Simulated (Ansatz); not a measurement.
**BH₄ (doublet): the correlation ladder at distance B1–H4 along a hydrogen transfer = 1.317 Å, 6-31G**

One table from this session's results is given with a row withheld; the runs are named, their logs left out.

Computed with Ansatz 0.2.0, Gaussian basis. Level: 6-31G, core rule «outside noble gas», up to 1 orbitals frozen.

Plan: UHF; CCSD(T) on ROHF; CCSD(T) on UHF; BCCD(T) on ROHF.

24 further runs of the same task are left out: 1 for a mislabelled method, 23 set aside as unsound or not needed.

## The geometry

The geometry derives from fragments relaxed apart (PBE0/def2-TZVP) and kept rigid, so it is no stationary point. A hydrogen atom is moved between rigid fragments.

5 atoms, charge 0, spin multiplicity 2.

Atoms are counted from 1 here; the program's logs count them from 0.

Bond lengths: B1–H2 1.193 Å, B1–H3 1.193 Å, B1–H4 1.317 Å. Angles: H2–B1–H3 120.0°, H2–B1–H4 120.0°, H3–B1–H4 120.0°.

The first run:

Contents of in.yaml:

```yaml
crystal:
  periodic: [false, false, false]
  atoms:
    - {symbol: B, position_ang: [-0.159552, 0.000000, 0.000000]}
    - {symbol: H, position_ang: [-0.756285, 1.033571, 0.000000]}
    - {symbol: H, position_ang: [-0.756285, -1.033571, 0.000000]}
    - {symbol: H, position_ang: [1.157448, 0.000000, 0.000000]}
    - {symbol: H, position_ang: [2.066448, 0.000000, 0.000000]}
basis:
  gaussian: {orbitals: 6-31G}
magnetization: {spin_polarized: true, initial_magnetization: 1}
hamiltonian: {xc: hf}
output: {orbitals: {seedname: orbitals}}
```

Started as:

```sh
> ansatz run in.yaml --threads 1 --pin off --events-out ev --progress --plain --max-ram 2393MiB
```

Steps of the session up to this table: UHF; CCSD(T) on ROHF; CCSD(T) on UHF; BCCD(T) on ROHF.

One table of the session follows, with a row left open; its other results are not shown here.

```
  method  from RCCSD(T) (meV)
    ROHF                    ?
     UHF              +2187.5
    RMP2               +581.7
    UMP2               +579.9
   RCCSD                +29.4
   UCCSD                +27.6
RCCSD(T)                    0
UCCSD(T)                 +0.1
 BCCD(T)                 +0.1
```

**Question.** Estimate the row for ROHF.

The run gave: from RCCSD(T) (meV): +2368.1. In the column «from RCCSD(T) (meV)» it is the highest.

Caveats from the session: Restricted and unrestricted rows rest on different reference determinants; where their highest levels disagree by more than a few hundredths of an eV, they describe different states and don't form one ladder.
